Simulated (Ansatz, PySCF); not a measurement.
Molecule: methane, CH₄, charge 0, multiplicity 1. SMILES: C
Geometry: optimised at B3LYP-D3(BJ)/def2-TZVP (Ansatz, an electronic-structure program).

Wanted: atomisation energy (electronic, to ground-state atoms), in kcal/mol. Valence correlation only, unless marked. Open shells are spin-unrestricted. No spin-orbit coupling. No relativistic terms. The coupled-cluster limit lacks core correlation, which all-electron functionals hold. Basis-set limits of correlation are two-point, X^-3; Hartree-Fock from the larger set.

```tsv
level	program	atomisation energy (kcal/mol)
HF/def2-TZVPP	Ansatz	328.0
HF-D3(BJ)/def2-TZVPD	PySCF + dftd3	335.8
revPBE-D4/def2-TZVPD	Ansatz + dftd4	413.9
revPBE/def2-TZVPD	Ansatz	411.4
BP86-D3(BJ)/def2-TZVPD	PySCF + dftd3	429.9
B97M-V/def2-TZVPD	Ansatz	419.4
B3LYP-D4/def2-TZVPD	Ansatz + dftd4	421.0
PBE0/def2-SVP	Ansatz	418.3
PBE0/def2-TZVPD	Ansatz	417.1
r2SCAN0-D4/def2-TZVPD	Ansatz + dftd4	416.4
M06-2X/def2-TZVPD	PySCF	417.5
LC-wPBE-D3(BJ)/def2-TZVPD	Ansatz + dftd3	416.3
wB97M-V/def2-TZVPD	Ansatz	419.2
SCS-MP2/cc-pVTZ	Ansatz	414.0
SCS-MP2/cc-pVQZ	Ansatz	419.1
CCSD/def2-SVPD	Ansatz	403.9
CCSD/cc-pVQZ	Ansatz	414.2
CCSD(T)/def2-SVPD	Ansatz	405.9
CCSD(T)/def2-TZVPPD	Ansatz	413.4
CCSD(T)/def2-QZVPP	Ansatz	417.0
CCSD(T)/CBS(def2-TZVPPD,def2-QZVPPD)	Ansatz	419.5
```
